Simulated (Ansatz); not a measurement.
# UB3LYP/6-31G(d) (Cartesian functions) run of PH (SMILES [PH])

What is the energy change on altering one bond length of PH at UB3LYP/6-31G* (Cartesian functions)? 

The calculation is run with Ansatz 0.2.0.

30 further runs of the same task are left out: 30 set aside as unsound or not needed.

### Step 1. The system as given

PH has 2 atoms, charge 0, and is taken as a triplet. As SMILES, `[PH]`. Geometry: relaxed at PBE0-D4/def2-TZVP.

Bond lengths: P1–H2 1.428 Å.

### Step 2. The energy at UB3LYP/6-31G(d) (Cartesian functions)

job.yaml

```yaml
crystal:
  periodic: [false, false, false]
  atoms:
    - {symbol: P, position_ang: [-0.000000, -0.000000, -0.014610]}
    - {symbol: H, position_ang: [0.000000, 0.000000, 1.413680]}
basis:
  gaussian:
    orbitals: "6-31G*"
output: {orbitals: {seedname: orbitals}}
accuracy: high
hamiltonian:
  xc: {name: B3LYP}
magnetization:
  spin_polarized: true
  initial_magnetization: 2
```

Started as:

```sh
$ ansatz run job.yaml --threads 1 --pin off --max-ram 3480MiB --events-out events.jsonl --progress --plain --runs-dir runs
```

The log of the run:

```text
Warning: RAYON_NUM_THREADS=1 ignored (pool sized by the plan → 1); use --threads N
Functional definition: B3LYP
  name "B3LYP"
  parameter a0 = 0.2
  parameter ax = 0.72
  parameter ac = 0.81
  exchange = (1 - a0 - ax)*slater_x + ax*b88_x + a0*exact_x
  correlation = (1 - ac)*vwn_rpa_c + ac*lyp_c
316 factors; integrals over basis functions are off by at most 3.4e-9 eV
mean field evaluation 1: about -9302.8276 eV, gradient 3.7e0 eV
mean field evaluation 2: about -9302.9337 eV, gradient 1.7e0 eV
mean field evaluation 4: about -9302.9536 eV, gradient 9.0e-2 eV
mean field evaluation 8: about -9302.9510 eV, gradient 1.1e-3 eV
mean field evaluation 16: about -9302.9510 eV, gradient 8.9e-9 eV
mean field -9302.95098647 eV, -341.8771429862 hartree, gradient 8.9e-9 eV, S^2 2.004835; 0 other end points of the search recorded, 0 dependent functions left out
reference -9302.95101088 eV, -341.8771438833 hartree; 9, 7 occupied and 12, 14 virtual orbitals, 316 factors
Total energy: -9302.95101088 eV, -341.8771438833 hartree
```

Run time: 0.72 s. Hardware: 1 thread of Arm Neoverse V2, shared host.

### Step 3. The distorted shape, same level

in.yaml

```yaml
crystal:
  periodic: [false, false, false]
  atoms:
    - {symbol: P, position_ang: [-0.000000, -0.000000, -0.228820]}
    - {symbol: H, position_ang: [0.000000, 0.000000, 1.413680]}
basis:
  gaussian:
    orbitals: "6-31G*"
total_charge: 0
magnetization:
  spin_polarized: true
  initial_magnetization: 2
hamiltonian:
  xc: {name: B3LYP}
accuracy: high
output:
  orbitals: {seedname: orbitals}
```

Started as:

```sh
$ ansatz run in.yaml --threads 1 --pin off --max-ram 3480MiB --events-out events.jsonl --progress --plain --runs-dir runs
```

The log of the run, cut to the lines that bear on the results:

```text
Warning: RAYON_NUM_THREADS=1 ignored (pool sized by the plan → 1); use --threads N
[... 7 set-up lines as earlier in the session ...]
316 factors; integrals over basis functions are off by at most 3.8e-9 eV
mean field evaluation 1: about -9302.5605 eV, gradient 3.0e0 eV
mean field evaluation 2: about -9302.6363 eV, gradient 1.4e0 eV
mean field evaluation 4: about -9302.6506 eV, gradient 1.5e-1 eV
mean field evaluation 8: about -9302.6488 eV, gradient 4.6e-3 eV
mean field evaluation 16: about -9302.6488 eV, gradient 6.0e-8 eV
mean field -9302.64878441 eV, -341.8660372653 hartree, gradient 1.4e-8 eV, S^2 2.005756; 0 other end points of the search recorded, 0 dependent functions left out
reference -9302.64880965 eV, -341.8660381929 hartree; 9, 7 occupied and 12, 14 virtual orbitals, 316 factors
Total energy: -9302.64880965 eV, -341.8660381929 hartree
```

Wall time 0.72 s (1 thread of Arm Neoverse V2, shared host).

### Step 4. Outcome

At UB3LYP/6-31G* (Cartesian functions):

```
                                                         quantity          value
                                        first shape: total energy  -341.87714 Eh
                  first shape: HOMO energy (highest over α and β)       -6.93 eV
                   first shape: LUMO energy (lowest over α and β)       -3.20 eV
                                                first shape: ⟨S²⟩          2.005
                                    distorted shape: total energy  -341.86604 Eh
              distorted shape: HOMO energy (highest over α and β)       -7.00 eV
               distorted shape: LUMO energy (lowest over α and β)       -3.27 eV
                                            distorted shape: ⟨S²⟩          2.006
energy change with the P1–H2 bond stretched from 1.428 to 1.643 Å       0.302 eV
```

In words: With the P1–H2 bond stretched from 1.428 to 1.643 Å the energy rises by 0.30 eV (29.2 kJ/mol). The first shape isn't relaxed at this level, so the change isn't measured from a minimum.
